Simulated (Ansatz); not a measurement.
# NO+ (triplet): from Hartree-Fock to the top rungs, 6-31G

Aim: climb from Hartree-Fock through coupled cluster and multireference methods for NO+ (triplet) at one geometry and basis, and see what each rung misses.

Method: 6-31G, core rule «outside noble gas», up to 2 orbitals frozen; program: Ansatz 0.2.0, Gaussian basis.

Plan: UHF; CCSD(T) on ROHF; CCSD(T) on UHF; BCCD(T) on ROHF; CISD as a restricted active space (open shells left free, so some higher excitations enter); CCSDT(Q) on ROHF; CCSDT(Q) on UHF; CISDTQ; CCSDTQ on ROHF; CCSDTQ on UHF; CASSCF and MRCISD+Q, 10 electrons in 8 orbitals; CASSCF and MRCISD+Q(relaxed), 10 electrons in 8 orbitals; CASSCF and NEVPT2, 10 electrons in 8 orbitals; Full CI.

9 further runs of the same task are left out: 2 that didn't finish, 7 set aside as unsound or not needed. Runs told in other sessions of the task aren't counted.

## Step 1: What is computed

The geometry is a PBE0/def2-TZVP stationary point (not a proven minimum).

2 atoms, charge 1, spin multiplicity 3.

Atoms are counted from 1 here; the program's logs count them from 0.

Bond lengths: N1–O2 1.268 Å.

As a file:

```xyz
2
charge 1, multiplicity 3
N     0.00000    0.00000    0.00000
O     0.00000    0.00000    1.26790
```

## Step 2: UHF

File in.yaml:

```yaml
crystal:
  periodic: [false, false, false]
  atoms:
    - {symbol: N, position_ang: [0.000000, 0.000000, 0.000000]}
    - {symbol: O, position_ang: [0.000000, 0.000000, 1.267900]}
basis:
  gaussian: {orbitals: 6-31G}
total_charge: 1
magnetization: {spin_polarized: true, initial_magnetization: 2}
hamiltonian: {xc: hf}
output: {orbitals: {seedname: orbitals}}
```

On the command line:

```
ansatz run in.yaml --threads 1 --pin off --events-out ev --progress --plain --max-ram 2393MiB
```

Further steps of the session: CCSD(T) on ROHF; CCSD(T) on UHF; BCCD(T) on ROHF; CISD as a restricted active space (open shells left free, so some higher excitations enter); CCSDT(Q) on ROHF; CCSDT(Q) on UHF; CISDTQ; CCSDTQ on ROHF; CCSDTQ on UHF; CASSCF and MRCISD+Q, 10 electrons in 8 orbitals; CASSCF and MRCISD+Q(relaxed), 10 electrons in 8 orbitals; CASSCF and NEVPT2, 10 electrons in 8 orbitals; Full CI.

**Question.** What will the summary of the whole plan be? Wanted: FCI from the RHF energy; RMP2 from FCI; UMP2 from FCI; RCCSD from FCI; RCCSD(T) from FCI; UCCSD(T) from FCI; RCCSDT(Q) from FCI; UCCSDT(Q) from FCI; NEVPT2 valence from FCI.

**Answer**, as computed:

| quantity | value |
| --- | --- |
| FCI from the ROHF energy | -6.1768 eV |
| RMP2 from FCI | +138.1 kJ/mol |
| UMP2 from FCI | +158.7 kJ/mol |
| RCCSD from FCI | +73.9 kJ/mol |
| RCCSD(T) from FCI | +35.3 kJ/mol |
| UCCSD(T) from FCI | +36.5 kJ/mol |
| RCCSDT(Q) from FCI | -2.4 kJ/mol |
| UCCSDT(Q) from FCI | -3.6 kJ/mol |
| NEVPT2 valence from FCI | +50.0 kJ/mol |
| MRCISD+Q valence from FCI | +2.4 kJ/mol |
| MRCISD+Q(relaxed) valence from FCI | +0.2 kJ/mol |
| levels within 1 kcal/mol (43 meV) | CISDTQ, RCCSDT(Q), UCCSDT(Q), RCCSDTQ, UCCSDTQ, MRCISD+Q valence, MRCISD+Q(relaxed) valence |
| T1 diagnostic | 0.040 |
| effectively unpaired electrons | 2.62 |

In words: RCCSD(T) misses by +35.3 kJ/mol, 5.9 % of the correlation energy. RCCSDT(Q), UCCSDT(Q) fall below full CI: unrestricted runs freeze a spin-polarised core, another one than full CI's, and coupled cluster isn't variational. The occupations show static correlation (2.62 effectively unpaired electrons where one determinant has 2). Of the multireference levels listed MRCISD+Q(relaxed) valence comes nearest in total energy (+0.2 kJ/mol), which doesn't show that its space is the better one. These misses are within one basis, not against nature; the frozen cores of restricted and unrestricted runs differ, which can shift their rows.

Levels on UHF freeze UHF's core orbitals, full CI those of ROHF, so the U rows can settle a little off it for that reason alone.

With open shells the CI space here admits some higher excitations, so it is larger than plain CISD.
